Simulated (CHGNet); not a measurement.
# Diamond

All values below come from the machine-learned potential CHGNet-r²SCAN (trained on r²SCAN data).

Cell (relaxed at this level):

```
C
1.0
    0.00000     1.77963     1.77963
    1.77963     0.00000     1.77963
    1.77963     1.77963     0.00000
C
2
Cartesian
  1.77963   1.77963   1.77963
  2.66944   2.66944   2.66944
```

```yaml
lattice_parameter_a: 3.559 Å
volume_per_atom: 5.64 Å³/atom
```

Measured, for comparison: lattice constant a 3.553 Å (static lattice: zero-point anharmonic expansion removed, our sources range from 3.543 to 3.555; as tabulated in Mejia-Rodriguez and Trickey (2018), arXiv:1807.09216); equilibrium volume per atom 5.61 Å³/atom (static lattice: zero-point anharmonic expansion removed; as tabulated in Mejia-Rodriguez and Trickey (2018), arXiv:1807.09216). Computed (rounded) less measured: lattice constant a +0.2 % (+0.1 % to +0.5 % over the range), equilibrium volume per atom +0.5 %.

A machine-learned potential is trained on density-functional data: it inherits that level's misses and adds fitting errors of its own.
